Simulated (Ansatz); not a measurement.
Input for Ansatz (an electronic-structure program): U-CCSDT(Q)/cc-pVDZ on H (SMILES [H]), 2S+1 = 2.

Ansatz 0.2 input:
```yaml
crystal:
  periodic: [false, false, false]
  atoms:
    - {symbol: H, position_ang: [0.00000000, 0.00000000, 0.00000000]}
basis:
  gaussian:
    orbitals: cc-pVDZ
magnetization: {spin_polarized: true, initial_magnetization: 1}
correlation: {method: ccsdt_q, electrons: outside_noble_gas}
scf: {omitted_lower_state_checks: [cluster_reference]}
```

The log:

```
WARN ansatz: RAYON_NUM_THREADS=1 ignored (pool sized by the plan → 1); use --threads N
Functional definition: HF
these checks for a lower state are left out or cut short: cluster_reference
integrals: 0.00 GiB planned
15 factors; integrals over basis functions are off by at most 5.1e-8 eV
mean field: 0.03 GiB planned
mean field evaluation 1: about -13.5522 eV, gradient 1.6e0 eV
mean field evaluation 2: about -13.5522 eV, gradient 1.6e0 eV
mean field evaluation 4: about -13.5861 eV, gradient 1.4e-4 eV
mean field evaluation 8: about -13.5861 eV, gradient 3.7e-7 eV
mean field -13.58605748 eV, -0.4992784034 hartree, gradient 3.7e-7 eV, S^2 0.750000; 0 other end points of the search recorded, 0 dependent functions left out
reference -13.58605748 eV, -0.4992784034 hartree; 1, 0 occupied and 4, 5 virtual orbitals, 15 factors
second order 0.00000000 eV of doubles, -0.00000000 eV of singles
coupled cluster: 0.03 GiB planned
cycle   1  -0.00000000 eV  change  -4.3e-16 eV  update   2.3e-9
perturbative correction 0.00000000 eV, 0.0000000000 hartree
Total energy: -13.58605748 eV, -0.4992784034 hartree
Checks for a lower state left out: cluster_reference
```

The run converged.

Cost: very roughly 1.2 core-seconds.
